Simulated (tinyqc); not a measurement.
Worked calculation: Born-Oppenheimer dynamics on the RHF/sto-3g surface (energies and gradients from PySCF), for H2F+, spin multiplicity 1. Computed by tinyqc, a small Python program that keeps every step (integrals from PySCF). Settings: charge = 1, multiplicity = 1, basis = sto-3g, time step (fs) = 0.2, steps = 16. Command: `OMP_NUM_THREADS=1 python tinyqc.py 25311 25312 out.jsonl` (the two numbers bound the seeds that draw the settings). One thread of a shared host (Intel(R) Xeon(R) Processor @ 2.60GHz), about 0.9 s of CPU time with the checks.

## Velocity Verlet step 1

positions (bohr):
```
            x          y         z
1F   0.051023   0.083148  0.011338
2H   0.026456   1.419184  1.290683
3H  -0.051023  -1.473986  1.266117
```

velocities (bohr per atomic time unit):
```
               x             y             z
1F   0.000010839   0.000018560  -0.000012613
2H  -0.000034161  -0.000205440   0.000140387
3H  -0.000170161  -0.000144440   0.000097387
```

gradient (hartree/bohr):
```
              x            y            z
1F   0.00557144   0.05986261  -0.08287577
2H  -0.00138041  -0.01841754   0.01848559
3H  -0.00419103  -0.04144507   0.06439018
```

masses (electron masses): 1F 34631.970081, 2H 1837.152588, 3H 1837.152588

gradient after step 1 (hartree/bohr):
```
              x            y            z
1F   0.00565214   0.06018354  -0.08278619
2H  -0.00139939  -0.01871115   0.01831629
3H  -0.00425275  -0.04147239   0.06446991
```

dt = 0.2 fs = 8.2683 atomic units; x' = x + v dt - g dt^2 / (2m); after the new gradient g', v' = v - (g + g') dt / (2m).

positions after step 1 (bohr):
```
            x          y         z
1F   0.051107   0.083242  0.011316
2H   0.026199   1.417828  1.291500
3H  -0.052352  -1.474410  1.265724
```

velocities after step 1 (bohr per atomic time unit):
```
               x             y             z
1F   0.000009499   0.000004230   0.000007162
2H  -0.000027906  -0.000121889   0.000057572
3H  -0.000151160   0.000042149  -0.000192587
```

## Velocity Verlet step 2

gradient after step 2 (hartree/bohr):
```
              x            y            z
1F   0.00567452   0.05967501  -0.08197305
2H  -0.00141441  -0.01891354   0.01811720
3H  -0.00426011  -0.04076148   0.06385586
```

As before.

positions after step 2 (bohr):
```
            x          y         z
1F   0.051180   0.083218  0.011457
2H   0.025995   1.417169  1.291635
3H  -0.053522  -1.473289  1.262932
```

velocities after step 2 (bohr per atomic time unit):
```
               x             y             z
1F   0.000008147  -0.000010078   0.000026830
2H  -0.000021574  -0.000037222  -0.000024415
3H  -0.000132004   0.000227200  -0.000481358
```

## Energy conservation

The total energy should stay constant up to terms of order dt^2; the step counts as short enough if it moves by less than 2 % of the largest kinetic energy.

Trajectory:

| time (fs) | 1F-2H (angstrom) | potential (hartree) | kinetic (hartree) | total (hartree) |
|---|---|---|---|---|
| 0.000000 | 0.978952 | -98.85158008 | 0.00012317 | -98.85145691 |
| 0.200000 | 0.978708 | -98.85153368 | 0.00007686 | -98.85145682 |
| 0.400000 | 0.978465 | -98.85175139 | 0.00029388 | -98.85145751 |
| 0.600000 | 0.978229 | -98.85222224 | 0.00076327 | -98.85145897 |
| 0.800000 | 0.978006 | -98.85292295 | 0.00146176 | -98.85146119 |
| 1.000000 | 0.977801 | -98.85381821 | 0.00235405 | -98.85146416 |
| 1.200000 | 0.977617 | -98.85486119 | 0.00339338 | -98.85146781 |
| 1.400000 | 0.977461 | -98.85599466 | 0.00452261 | -98.85147205 |
| 1.600000 | 0.977334 | -98.85715282 | 0.00567612 | -98.85147670 |
| 1.800000 | 0.977238 | -98.85826425 | 0.00678274 | -98.85148151 |
| 2.000000 | 0.977174 | -98.85925622 | 0.00777011 | -98.85148611 |
| 2.200000 | 0.977141 | -98.86006050 | 0.00857046 | -98.85149005 |
| 2.400000 | 0.977136 | -98.86062062 | 0.00912784 | -98.85149277 |
| 2.600000 | 0.977152 | -98.86089995 | 0.00940618 | -98.85149377 |
| 2.800000 | 0.977184 | -98.86088963 | 0.00939702 | -98.85149260 |
| 3.000000 | 0.977221 | -98.86061466 | 0.00912557 | -98.85148909 |
| 3.200000 | 0.977253 | -98.86013608 | 0.00865265 | -98.85148343 |

The total energy moves within 3.7e-05 hartree, under 2 % of the largest kinetic energy.
